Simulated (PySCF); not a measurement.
## Assignment exercise: C₂H₄F₂

Atom-mapped SMILES (the numbers label the heavy atoms): `[CH3:1][CH:2]([F:3])[F:4]`; H(Xn) means a hydrogen on atom n.

Computational details: structure optimised with PBE0-D3(BJ)/def2-SVP, shielding tensors at PBE0/pcSseg-1 (GIAO), couplings computed with B3LYP/pcJ-1, in PySCF 2.14 (relativity neglected, gas phase, a single conformation, one averaged value for each set of equivalent atoms).

Shifts are taken against calculated references (same method and geometry level): ¹³C and ¹H against TMS.

Problem. Assign these signals to the numbered atoms. ¹³C{¹H} NMR (computed): δ 117.4 (CH, t, J = 299.5 Hz), 22.5 (CH3, t, J = 23.6 Hz).

Solution. 
| δ (ppm) | atoms | environment | reason |
| --- | --- | --- | --- |
| 117.4 | C2 | sp3 CH bonded to 2 F | 2 electronegative neighbours deshield it |
| 22.5 | C1 | methyl carbon | a saturated carbon with 1 carbon neighbour and no heteroatom attached |

Problem. Assign these signals to the numbered atoms. ¹H NMR (500 MHz, computed): δ 5.84 (tq, J = 64.1, 5.1 Hz, 1H), 1.42 (td, J = 20.2, 5.1 Hz, 3H).

Solution. 
```tsv
δ (ppm)	atoms	environment	reason
5.84	H(C2)	hydrogen on an sp3 CH bonded to 2 F	its carbon carries F, an electronegative neighbour
1.42	H(C1)	hydrogen on a methyl carbon	–
```

Common functionals overestimate the size of one-bond C–F couplings by tens of Hz; these are unscaled. Multiplet labels drop couplings under 1 Hz and merge nearly equal ones. Unscaled 3J(H,H) at this level run about 10 % above measured values. Shifts are as computed. Against solution values, carbons near 30 ppm lie about +2 ppm off and those near 130 ppm about +5 ppm. Of 1211 compounds with measured shifts, 218 miss one by over three times the rms of a fit or turn the order of signals round; such compounds aren't used in these exercises.
